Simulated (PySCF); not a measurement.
**How well do the runs reproduce experiment for C2HF?**

**Experimental background.**

NIST CCCBDB Release 22 (SRD 101), experimental dipoles lists, for the gas: dipole moment (microwave Stark effect) 0.73 D.

The results are set against them at the end.

Compound: C₂HF.
SMILES with atom numbers: `[CH:1]#[C:2][F:3]` (hydrogens: H4 on C1)

Geometry (PBE0-D3(BJ)/def2-SVP, Å), atoms numbered from 1 in this order:
```
atom  x, y, z in Å
C1    -0.616   -0.030    0.019
C2     0.514   -0.030   -0.395
F3     1.707   -0.030   -0.831
H4    -1.624   -0.029    0.387
```

The PySCF runs (gas phase, on this PBE0-D3(BJ)/def2-SVP geometry; no spin–orbit coupling):

```
                             level                                          job  basis functions  wall time
PBE0-D3(BJ)/def2-SVP, grid level 1  geometry optimisation from a GFN2-xTB start               47      2.1 s
```

Hardware: one thread of an Arm Neoverse V2 (shared host).

**Comparison with experiment**

**Dipole moment.** Measured: 0.73 D (NIST CCCBDB Release 22 (SRD 101), experimental dipoles).

```tsv
level	computed (D)	computed − measured (D)	% (from the printed values)
PBE0-D3(BJ)/def2-SVP	0.52	-0.21	-29
```

The computed dipoles belong to one fixed geometry; measured ones are averaged over vibrations unless marked μe. Magnitudes are compared, not signs.

No measured geometry was used, and the causes of the misses weren't examined.
